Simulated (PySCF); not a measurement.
Two species compared at the same levels of theory.

First species: C2H2F2S.
Numbering: `[F:1][C@@H:2]1[S:3][C@@H:4]1[F:5]` (hydrogens: H6 on C2; H7 on C4)

Second species: MgMe(NH2), CH₅MgN.
SMILES: `[CH3][Mg][NH2]`

Levels: PBE0/def2-SVPD for dipole moment, HOMO energy, LUMO energy, HOMO–LUMO gap, static isotropic polarisability and electronic spatial extent ⟨r²⟩ about the centre of nuclear charge; TDDFT PBE0/def2-SVPD for lowest singlet excitation; TDA PBE0/def2-SVPD for lowest triplet excitation (Tamm–Dancoff); PBE0-D3(BJ)/def2-SVP for rotational constant A and rotational constant C. Geometries: PBE0-D3(BJ)/def2-SVP. All species are isolated and taken at one optimised geometry, non-relativistic unless stated. Electronic properties by PySCF.

| property | column X | column Y |
| --- | --- | --- |
| dipole moment | 0.24 D | 2.49 D |
| HOMO energy | -6.19 eV | -7.80 eV |
| LUMO energy | -0.62 eV | -0.51 eV |
| HOMO–LUMO gap | 5.57 eV | 7.29 eV |
| lowest singlet excitation | 4.30 eV | 5.44 eV |
| lowest triplet excitation (Tamm–Dancoff) | 3.96 eV | 4.94 eV |
| static isotropic polarisability | 50.2 au | 45.0 au |
| electronic spatial extent ⟨r²⟩ about the centre of nuclear charge | 369 bohr² | 432 bohr² |
| rotational constant A | 112.178 GHz | 5.095 GHz |
| rotational constant C | 3.676 GHz | 2.790 GHz |

Which column belongs to which species?

Column X is the second species and column Y the first. The first has 7 atoms and 48 electrons, the second 8 and 30.

How does each property change from the first species to the second?

dipole moment -2.25 D; HOMO energy +1.61 eV; LUMO energy -0.11 eV; HOMO–LUMO gap -1.72 eV; lowest singlet excitation -1.14 eV; lowest triplet excitation (Tamm–Dancoff) -0.98 eV; static isotropic polarisability +5.2 au; electronic spatial extent ⟨r²⟩ about the centre of nuclear charge -63 bohr²; rotational constant A +107.083 GHz; rotational constant C +0.886 GHz.

On the first: The polarisability is 6.67 Å³ as a volume (1 au = 0.148185 Å³), or 0.94 au for each of the 48 electrons. S1 lies 1.85 eV below the HOMO–LUMO gap; its leading configuration is HOMO→LUMO, weight 0.99.

On the second: The 10 singlets span 4.30 to 7.09 eV, and their oscillator strengths add up to 0.54. The polarisability is 7.43 Å³ as a volume (1 au = 0.148185 Å³), or 1.67 au for each of the 30 electrons.
